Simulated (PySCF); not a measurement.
## Functional benchmark on one molecule

Molecule: Cyclopropylamine (C1C(N)C1, C$_{3}$H$_{7}$N).

Mapped SMILES: `[NH2:1][CH:2]1[CH2:3][CH2:4]1`. Hydrogens are named by the atom that carries them. Ha(C3), Ha(C4) are cis to N1 on the ring; Hb(C3), Hb(C4) are trans to N1 on the ring.

Geometry PBE0-D3(BJ)/def2-SVP throughout; GIAO in PySCF 2.14, gas phase, one conformer, non-relativistic; equivalent atoms averaged; basis pcSseg-2.

Reference values (measured; solution, not stated per compound (mostly CDCl3 or CCl4); Pretsch, Buehlmann, Badertscher, Structure Determination of Organic Compounds, 4th ed. (2009)): δ(C2) = 24.0 ppm, δ(C3/C4) = 7.4 ppm, δ(H(C2)) = 2.23 ppm. Computed shifts are taken against TMS, calculated as an isolated molecule at each level.

Question: How do the functionals HF, LDA, PBE, BLYP, BP86, OPBE, KT2, KT3, B97-D, B3LYP, PBE0, mPW1PW91, WP04, B97-2, BHandHLYP, CAM-B3LYP, wB97X-D, LC-wPBE perform against the reference? Times are CPU seconds on 1 thread of an Arm Neoverse V1, shared host; the GGAs took longer than the global hybrids here, which isn't the general rule, and the cause wasn't traced.

Answer: 
| functional | kind | C2 | C3/C4 | H(C2) | mean abs. error C | abs. error H | core-s |
| --- | --- | --- | --- | --- | --- | --- | --- |
| HF | Hartree–Fock | 22.3 | 7.4 | 1.90 | 0.8 | 0.33 | 10 |
| LDA | LDA | 30.8 | 12.2 | 2.35 | 5.8 | 0.12 | 24 |
| PBE | GGA | 30.4 | 11.8 | 2.25 | 5.4 | 0.02 | 29 |
| BLYP | GGA | 31.0 | 12.1 | 2.25 | 5.8 | 0.02 | 31 |
| BP86 | GGA | 30.5 | 11.9 | 2.23 | 5.5 | 0.00 | 30 |
| OPBE | GGA | 29.9 | 11.3 | 2.21 | 4.9 | 0.02 | 31 |
| KT2 | GGA | 28.8 | 10.5 | 2.23 | 4.0 | 0.00 | 31 |
| KT3 | GGA | 29.1 | 10.6 | 2.20 | 4.2 | 0.03 | 30 |
| B97-D | GGA | 30.1 | 11.5 | 2.21 | 5.1 | 0.02 | 31 |
| B3LYP | global hybrid | 29.1 | 11.2 | 2.17 | 4.5 | 0.06 | 19 |
| PBE0 | global hybrid | 28.3 | 10.8 | 2.14 | 3.9 | 0.09 | 21 |
| mPW1PW91 | global hybrid | 28.5 | 10.8 | 2.13 | 4.0 | 0.10 | 22 |
| WP04 | global hybrid | 30.8 | 11.4 | 2.05 | 5.4 | 0.18 | 19 |
| B97-2 | global hybrid | 28.4 | 10.7 | 2.13 | 3.8 | 0.10 | 18 |
| BHandHLYP | global hybrid | 26.5 | 9.8 | 2.07 | 2.5 | 0.16 | 18 |
| CAM-B3LYP | range-separated hybrid | 28.2 | 10.9 | 2.17 | 3.8 | 0.06 | 24 |
| wB97X-D | range-separated hybrid | 28.4 | 11.0 | 2.12 | 4.0 | 0.11 | 24 |
| LC-wPBE | range-separated hybrid | 27.6 | 10.9 | 2.12 | 3.6 | 0.11 | 35 |

For 13C the closest is HF (0.8 ppm) and the furthest BLYP (5.8 ppm).

For 1H the closest is BP86 (0.00 ppm, with KT2, PBE, BLYP, OPBE, B97-D, KT3 practically level) and the furthest HF (0.33 ppm). One molecule is a small sample, and vibrational and solvent effects are absent from the calculation.
